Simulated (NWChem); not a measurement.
## Ionisation of acetonitrile (C₂H₃N)

```xyz
6

C      0.0096    -1.1749     0.0000
C     -0.0023     0.2783     0.0000
N     -0.0118     1.4351     0.0000
H     -0.5029    -1.5596     0.8932
H     -0.5029    -1.5596    -0.8932
H      1.0441    -1.5468     0.0000
```
Charge 0, spin multiplicity 1.

Program: NWChem. The geometry was optimised at PBE0/def2-SVP, a minimum by its harmonic frequencies.

Basis set: def2-TZVPD. −ε marks an orbital energy of the parent.

B3LYP has NWChem's definition, with VWN1-RPA local correlation.

Problem. One of these methods gave a first vertical ionisation energy of 12.55 eV. Which?
A) −ε(HOMO) of PBE
B) G0W0@PBE0
C) −ε(HOMO) of B3LYP
D) −ε(HOMO) of HF

Solution. D, −ε(HOMO) of HF. The others give 8.09 (−ε(HOMO) of PBE), 9.20 (−ε(HOMO) of B3LYP), 12.08 (G0W0@PBE0).
